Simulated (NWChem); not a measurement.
System: nitrogen dioxide (NO2, doublet); SMILES N([O])=O

Here is an NWChem input.

```
start job
memory heap 200 mb stack 900 mb global 1100 mb
geometry units angstroms noautoz
  O     -1.092926     0.000000    -0.138541
  N      0.000000     0.000000     0.313987
  O      1.092926     0.000000    -0.138541
end
basis spherical
  * library def2-svpd
end
dft
  odft
  mult 2
  xc xwpbe 0.80 cpbe96 1.0 hfexch 1.00
  cam 0.2 cam_alpha 0.2 cam_beta 0.8
  iterations 150
end
tddft
  cis
  nroots 6
end
task tddft energy
```

Parts of the log:

```
             Northwest Computational Chemistry Package (NWChem) 7.3.0
             --------------------------------------------------------

 C2V symmetry detected

                             Geometry "geometry" -> ""
                             -------------------------

 Output coordinates in angstroms (scale by  1.889725989 to convert to a.u.)

  No.       Tag          Charge          X              Y              Z
 ---- ---------------- ---------- -------------- -------------- --------------
    1 O                    8.0000    -1.09292600     0.00000000    -0.13772591
    2 N                    7.0000     0.00000000     0.00000000     0.31480209
    3 O                    8.0000     1.09292600     0.00000000    -0.13772591

 Effective nuclear repulsion energy (a.u.)      65.5974495332

      Symmetry information
      --------------------

 Group name             C2v
 Group number             16
 Group order               4
 No. of unique centers     2

  pbe96 is a nonlocal functional; adding pw91lda local functional.

                                 NWChem DFT Module
                                 -----------------

 Summary of "ao basis" -> "ao basis" (spherical)
 ------------------------------------------------------------------------------
       Tag                 Description            Shells   Functions and Types
 ---------------- ------------------------------  ------  ---------------------
 O                         def2-svpd                 9       23   4s3p2d
 N                         def2-svpd                 8       20   4s2p2d

      Symmetry analysis of basis
      --------------------------

        a1         26
        a2          9
        b1         20
        b2         11

            General Information
            -------------------
          SCF calculation type: DFT
          Wavefunction type:  spin polarized.
          No. of atoms     :     3
          No. of electrons :    23
           Alpha electrons :    12
            Beta electrons :    11
          Charge           :     0
          Spin multiplicity:     2
          Use of symmetry is: off; symmetry adaption is: on
          Maximum number of iterations: 150
          AO basis - number of functions:    66
                     number of shells:    26
          Convergence on energy requested:  1.00D-06
          Convergence on density requested:  1.00D-05
          Convergence on gradient requested:  5.00D-04

              XC Information
              --------------
                     Hartree-Fock (Exact) Exchange  1.000
                     LC-wPBE(h)Exchange Functional  0.800
            Perdew 1991 LDA Correlation Functional  1.000 local
           PerdewBurkeErnz. Correlation Functional  1.000 non-local

           Range-Separation Parameters
           ---------------------------
           Alpha           :  0.20
           Beta            :  0.80
           Gamma           :  0.20
           Short-Range HF  :     F

             Grid Information
             ----------------
          Grid used for XC integration:  medium
          Radial quadrature: Mura-Knowles
          Angular quadrature: Lebedev.
          Tag              B.-S. Rad. Rad. Pts. Rad. Cut. Ang. Pts.
          ---              ---------- --------- --------- ---------
          O                   0.60       49          10.0       434
          N                   0.65       49           7.0       434
          Grid pruning is: on
          Number of quadrature shells:   147
          Spatial weights used:  Erf1

      Superposition of Atomic Density Guess
      -------------------------------------

 Sum of atomic energies:        -203.63309424

      Non-variational initial energy
      ------------------------------

 Total energy =    -204.585573
 1-e energy   =    -409.893978
 2-e energy   =     139.710955
 HOMO         =      -0.158536
 LUMO         =      -0.002205

   Symmetry analysis of molecular orbitals - initial alpha
   -------------------------------------------------------

  Numbering of irreducible representations:

     1 a1          2 a2          3 b1          4 b2

  Orbital symmetries:

     1 a1          2 b1          3 a1          4 a1          5 b1
     6 a1          7 b1          8 b2          9 a1         10 a2
    11 b1         12 a1         13 b2         14 b1         15 a1
    16 a1         17 b2         18 a1         19 b1         20 a2
    21 b1         22 a1

   Symmetry analysis of molecular orbitals - initial beta
   ------------------------------------------------------

  Numbering of irreducible representations:

     1 a1          2 a2          3 b1          4 b2

  Orbital symmetries:

     1 a1          2 b1          3 a1          4 a1          5 b1
     6 a1          7 b1          8 b2          9 a1         10 a2
    11 b1         12 a1         13 b2         14 b1         15 a1
    16 a1         17 b2         18 a1         19 b1         20 a2
    21 b1         22 a1

   convergence    iter        energy       DeltaE   RMS-Dens  Diis-err
 ---------------- ----- ----------------- --------- --------- ---------
 d= 0,ls=0.0,diis     1   -204.5921555140 -2.70D+02  1.02D-02  3.88D-01
                                                     1.03D-02  3.63D-01

 !! scf_movecs_sym_adapt:    2 vectors were symmetry contaminated

  Symmetry fudging
 d= 0,ls=0.0,diis     2   -204.5075744385  8.46D-02  6.10D-03  6.97D-01
                                                     6.07D-03  6.96D-01

 !! scf_movecs_sym_adapt:    2 vectors were symmetry contaminated

  Symmetry fudging
 d= 0,ls=0.0,diis     3   -204.7408621785 -2.33D-01  7.65D-04  5.85D-03
                                                     7.66D-04  6.54D-03

 !! scf_movecs_sym_adapt:    2 vectors were symmetry contaminated

  Symmetry fudging
 d= 0,ls=0.0,diis     4   -204.7430593700 -2.20D-03  2.78D-04  5.39D-04
                                                     2.10D-04  3.90D-04

 !! scf_movecs_sym_adapt:    2 vectors were symmetry contaminated

  Symmetry fudging

 !! scf_movecs_sym_adapt:    2 vectors were symmetry contaminated

  Symmetry fudging
 d= 0,ls=0.0,diis     5   -204.7432618383 -2.02D-04  7.09D-05  5.33D-06
                                                     7.07D-05  1.03D-05

 !! scf_movecs_sym_adapt:    2 vectors were symmetry contaminated

  Symmetry fudging

 !! scf_movecs_sym_adapt:    2 vectors were symmetry contaminated

  Symmetry fudging
  Resetting Diis
 d= 0,ls=0.0,diis     6   -204.7432723481 -1.05D-05  1.68D-05  5.31D-07
                                                     1.86D-05  4.48D-07

 !! scf_movecs_sym_adapt:    2 vectors were symmetry contaminated

  Symmetry fudging
 d= 0,ls=0.0,diis     7   -204.7432730831 -7.35D-07  4.03D-06  3.56D-08
                                                     3.28D-06  3.80D-08

         Total DFT energy =     -204.743273083134
      One electron energy =     -409.386939722470
           Coulomb energy =      162.758435997814
    Exchange-Corr. energy =      -23.712218891665
 Nuclear repulsion energy =       65.597449533187

 Numeric. integr. density =       23.000000385328

                  Occupations of the irreducible representations
                  ----------------------------------------------

                     irrep           alpha         beta
                     --------     --------     --------
                     a1                6.0          5.0
                     a2                1.0          1.0
                     b1                4.0          4.0
                     b2                1.0          1.0

                    DFT Final Alpha Molecular Orbital Analysis
                    ------------------------------------------

[...]

                                NWChem TDDFT Module
                                -------------------

            General Information
            -------------------
           No. of orbitals :     132
            Alpha orbitals :      66
             Beta orbitals :      66
        Alpha frozen cores :       0
         Beta frozen cores :       0
     Alpha frozen virtuals :       0
      Beta frozen virtuals :       0
         Spin multiplicity :       2
    Number of AO functions :      66
        Use of symmetry is : off
      Symmetry adaption is : on
         Schwarz screening :  0.10D-07

              XC Information
              --------------
              Hartree-Fock (Exact) Exchange   1.00
              LC-wPBE(h)Exchange Functional   0.80
     Perdew 1991 LDA Correlation Functional   1.00 local
    PerdewBurkeErnz. Correlation Functional   1.00 non-local
           Alpha           :  0.20
           Beta            :  0.80
           Gamma           :  0.20

             TDDFT Information
             -----------------
          Calculation type : Tamm-Dancoff TDDFT
         Wavefunction type : Unrestricted
          No. of electrons :      23
           Alpha electrons :      12
            Beta electrons :      11
              No. of roots :       6
          Max subspacesize :    5200
            Max iterations :     100
               Target root :       1
           Target symmetry : none
      Symmetry restriction : off
                 Algorithm : Optimal
        Davidson threshold :  0.10D-03

    6 smallest eigenvalue differences (eV)
--------------------------------------------------------
  No. Spin  Occ  Vir  Irrep   E(Occ)    E(Vir)   E(Diff)
--------------------------------------------------------
    1    1   12   13 b2       -0.377    -0.022     9.680
    2    2   11   12 b1       -0.438    -0.075     9.894
    3    2   10   12 a2       -0.468    -0.075    10.709
    4    2   11   13 a2       -0.438    -0.004    11.812
    5    1   11   13 b1       -0.475    -0.022    12.330
    6    1   10   13 a2       -0.482    -0.022    12.536
--------------------------------------------------------

  Entering Davidson iterations
  Unrestricted

  Iter   NTrls   NConv    DeltaV     DeltaE      Time
  ----  ------  ------  ---------  ---------  ---------
    1      6       0     0.37E+00   0.10+100        3.7
    2     12       0     0.85E-01   0.15E+00        3.9
    3     18       0     0.26E-01   0.58E-02        3.9
    4     24       0     0.69E-02   0.55E-03        4.0
    5     30       1     0.22E-02   0.51E-04        4.0
    6     35       5     0.44E-03   0.38E-05        3.7
    7     36       6     0.86E-04   0.15E-06        2.6
  ----  ------  ------  ---------  ---------  ---------
  Convergence criterion met

  Ground state a1       -204.743273083134 a.u.
  <S2> =   0.7537

  ----------------------------------------------------------------------------
  Root   1         b2             0.109137783 a.u.                2.9698 eV
  <S2> =   0.7583
  ----------------------------------------------------------------------------
     Transition Moments    X  0.00000   Y -0.08452   Z  0.00000
     Dipole Oscillator Strength                    0.0005197174
     Electric Quadrupole                           0.0000000018
     Magnetic Dipole                               0.0000008338
     Total Oscillator Strength                     0.0005205531

     Occ.   12 alpha a1  ---  Virt.   13 alpha b2       0.99673
  ----------------------------------------------------------------------------
  Root   2         b1             0.135648777 a.u.                3.6912 eV
  <S2> =   0.7955
  ----------------------------------------------------------------------------
     Transition Moments    X -0.34422   Y  0.00000   Z -0.00000
     Dipole Oscillator Strength                    0.0107153839
     Electric Quadrupole                           0.0000000002
     Magnetic Dipole                               0.0000000098
     Total Oscillator Strength                     0.0107153938

     Occ.   11 alpha a2  ---  Virt.   13 alpha b2       0.31363
     Occ.   10 beta  a2  ---  Virt.   13 beta  b2       0.11828
     Occ.   11 beta  b1  ---  Virt.   12 beta  a1      -0.93598
  ----------------------------------------------------------------------------
  Root   3         a2             0.151270374 a.u.                4.1163 eV
  <S2> =   0.8131
  ----------------------------------------------------------------------------
     Transition Moments    X  0.00000   Y  0.00000   Z -0.00000
     Dipole Oscillator Strength                    0.0000000000
     Electric Quadrupole                           0.0000000004
     Magnetic Dipole                               0.0000000981
     Total Oscillator Strength                     0.0000000985

     Occ.   10 alpha b1  ---  Virt.   13 alpha b2      -0.14382
     Occ.   10 beta  a2  ---  Virt.   12 beta  a1       0.98274
     Occ.   11 beta  b1  ---  Virt.   13 beta  b2       0.08774
  ----------------------------------------------------------------------------
  Root   4         b1             0.183424161 a.u.                4.9912 eV
  <S2> =   2.7130
  ----------------------------------------------------------------------------
     Transition Moments    X  0.07967   Y -0.00000   Z  0.00000
     Dipole Oscillator Strength                    0.0007761382
     Electric Quadrupole                           0.0000000000
     Magnetic Dipole                               0.0000000007
     Total Oscillator Strength                     0.0007761390

     Occ.   11 alpha a2  ---  Virt.   13 alpha b2       0.67800
     Occ.   10 beta  a2  ---  Virt.   13 beta  b2      -0.71520
     Occ.   10 beta  a2  ---  Virt.   17 beta  b2       0.05814
     Occ.   11 beta  b1  ---  Virt.   12 beta  a1       0.13685
  ----------------------------------------------------------------------------
  Root   5         a2             0.186636389 a.u.                5.0786 eV
  <S2> =   2.3112
  ----------------------------------------------------------------------------
     Transition Moments    X -0.00000   Y -0.00000   Z -0.00000
     Dipole Oscillator Strength                    0.0000000000
     Electric Quadrupole                           0.0000000002
     Magnetic Dipole                               0.0000000697
     Total Oscillator Strength                     0.0000000699

     Occ.   10 alpha b1  ---  Virt.   13 alpha b2      -0.30576
     Occ.   10 beta  a2  ---  Virt.   12 beta  a1      -0.12993
     Occ.   11 beta  b1  ---  Virt.   13 beta  b2       0.94037
  ----------------------------------------------------------------------------
  Root   6         a2             0.220715668 a.u.                6.0060 eV
  <S2> =   1.1413
  ----------------------------------------------------------------------------
     Transition Moments    X  0.00000   Y  0.00000   Z -0.00000
     Dipole Oscillator Strength                    0.0000000000
     Electric Quadrupole                           0.0000000020
     Magnetic Dipole                               0.0000003674
     Total Oscillator Strength                     0.0000003694

     Occ.   10 alpha b1  ---  Virt.   13 alpha b2       0.93868
     Occ.   10 beta  a2  ---  Virt.   12 beta  a1       0.10955
     Occ.   11 beta  b1  ---  Virt.   13 beta  b2       0.32178

              Target root =      1
          Target symmetry = none
      Ground state energy =   -204.743273083134
        Excitation energy =      0.109137783258
     Excited state energy =   -204.634135299876

  stored tddft:energy   -204.63413529987596
```

Level: LRC-wPBEh/def2-SVPD, spin-unrestricted, TDA. In the optimisation the excess spin sits in a1 (C2v, its own frame). Geometry: optimised at PBE0/def2-SVP, spin-unrestricted. No stability test was run on the SCF state.
